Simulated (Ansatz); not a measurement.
`COCCCF`, relaxed with RKS PBE-D4/def2-SVP in the Gaussian-basis code of Ansatz from a rough embedded geometry. The force threshold is 0.03 eV/Å; the program also tests the step.

The species carries charge 0 and has multiplicity 1.

Start:

```xyz
15

C     1.163   -2.078   -0.439
O     0.091   -1.129   -0.051
C     0.261    0.143   -0.660
C    -0.768    1.121   -0.253
C    -0.899    1.262    1.248
F    -1.865    2.206    1.547
H     1.111   -2.197   -1.518
H     0.927   -2.976    0.049
H     2.095   -1.685   -0.075
H     1.268    0.559   -0.313
H     0.293    0.040   -1.721
H    -0.686    2.074   -0.706
H    -1.851    0.697   -0.583
H     0.023    1.638    1.694
H    -1.164    0.324    1.782
```

```
step  energy (eV)  largest force (eV/Å)  largest move (Å)
   1   -9040.3744                 4.719             0.000
   2   -9040.8514                 1.580             0.063
   3   -9040.8924                 0.606             0.164
   4   -9040.9367                 0.126             0.114
   5   -9040.9384                 0.055             0.027
   6   -9040.9388                 0.033             0.009
   7   -9040.9389                 0.003             0.005
```

End:

```xyz
15

C     1.090   -2.038   -0.407
O     0.084   -1.111   -0.082
C     0.292    0.160   -0.664
C    -0.833    1.090   -0.237
C    -0.901    1.271    1.272
F    -1.932    2.139    1.607
H     1.161   -2.214   -1.509
H     0.840   -2.997    0.087
H     2.098   -1.708   -0.053
H     1.284    0.576   -0.346
H     0.327    0.084   -1.780
H    -0.689    2.079   -0.720
H    -1.803    0.687   -0.597
H     0.057    1.690    1.659
H    -1.074    0.292    1.769
```

Hardware: 8 threads of an Arm Neoverse V2 on a shared host. Wall time 6.5 s, peak host memory 0.19 GiB.
